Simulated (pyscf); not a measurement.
A first-order saddle from PySCF, ωB97X-D3(BJ)/def2-SVP:

```xyz
6

F      1.4059    -0.1302    -0.2255
C     -0.3814     0.5244     0.3533
F     -0.1642     0.6944     1.6208
F     -1.0694    -0.5704     0.2471
H      2.2396    -0.8592    -0.1309
H      2.9864    -1.4710    -0.0809
```
Charge 0, spin multiplicity 2.

Surface: doublet, charge 0. Lowest wavenumbers (cm⁻¹): 2130i, 128, 137, 217, 276.

Question: What reaction is this the transition state of?

Answer: F–C•(F)–F + H₂ ⇌ HF + F–C:–F [singlet] + H•, a concerted fragmentation read from left to right: C–F, H–H broken and F–H formed. At ωB97M-D3(BJ)/def2-TZVP it lies +313.7 kJ/mol from the left side and +84.0 kJ/mol from the right (each side as separated species at their lowest minima found). This is the saddle that the search found; another between the same sides may lie lower.
